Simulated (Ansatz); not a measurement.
## Structure relaxation of Tl₃F₂

Method: DFT PBE, scalar-relativistic, plane waves, PAW in Ansatz. Cutoff 420 eV, Γ-centred k mesh, Gaussian smearing, no spin polarisation in the final step.

The start puts Tl₃F₂ on the anti-tetradymite structure type (R-3m, No. 166), with F in place of Bi, Tl in place of Te, at a guessed volume.

```xyz
5
Lattice="1.8994 1.0966 8.8046 -1.8994 1.0966 8.8046 0.0000 -2.1932 8.8046" Properties=species:S:1:pos:R:3 pbc="T T T"
Tl    0.0000    0.0000    0.0000
Tl    0.0000    0.0000    5.5337
Tl    0.0000    0.0000   20.8800
F     0.0000    0.0000   10.5655
F     0.0000    0.0000   15.8482
```

Steps on the 6×6×6 mesh (5 atoms). 10 of 10 steps are shown, and the free energy counts from the last. Trial steps that were taken back and renewals of the plane-wave basis can be among the rows.

```tsv
step	ΔF (meV/atom)	V (Å³/atom)	P (GPa)	largest force component (eV/Å)
1	99.0	22.01	4.79	0.531
2	37.9	24.13	0.65	0.256
3	30.6	25.04	-1.17	0.207
4	20.6	24.26	-0.18	0.040
5	17.6	23.89	-0.13	0.043
6	17.2	23.75	-0.02	0.020
7	4.9	23.75	0.69	0.021
8	1.8	24.04	0.05	0.041
9	1.2	24.10	-0.07	0.034
10	0.0	24.10	-0.03	0.034
```

A final relaxation ran on a 12×12×12 mesh. The relaxed crystal, R-3m (No. 166):

```cif
data_structure
_symmetry_space_group_name_H-M 'R-3m:H'
_symmetry_Int_Tables_number 166
_cell_length_a 3.6777
_cell_length_b 3.6777
_cell_length_c 30.8682
_cell_angle_alpha 90.000
_cell_angle_beta 90.000
_cell_angle_gamma 120.000
_cell_volume 361.57
loop_
_atom_site_label
_atom_site_type_symbol
_atom_site_symmetry_multiplicity
_atom_site_Wyckoff_symbol
_atom_site_fract_x
_atom_site_fract_y
_atom_site_fract_z
_atom_site_occupancy
Tl1 Tl 3 a 0.00000 0.00000 0.00000 1
Tl2 Tl 6 c 0.33333 0.66667 0.88220 1
F1 F 6 c 0.66667 0.33333 0.72629 1
```

For Tl₃F₂, the volume per atom is 24.10 Å³. The density is 8.97 g/cm³ and the energy over the elements is -1.25 eV/atom. The gap on the 12×12×12 mesh is 0 eV (a metal).

Energies over the elements count from the elements' standard structures at the same level (F₂ as a molecule), with no empirical corrections.

The final run used a 12×12×12 mesh on its 5-atom cell and 0.10 eV smearing. The k mesh leaves about 4 meV/atom of noise in metals. Spin–orbit coupling is left out.

Symmetry constrained the relaxation, so the result can be a saddle point.

Cost: 3 runs of about 2.4 core-minutes in all, on Intel Xeon 6975P-C (Granite Rapids) (shared hosts).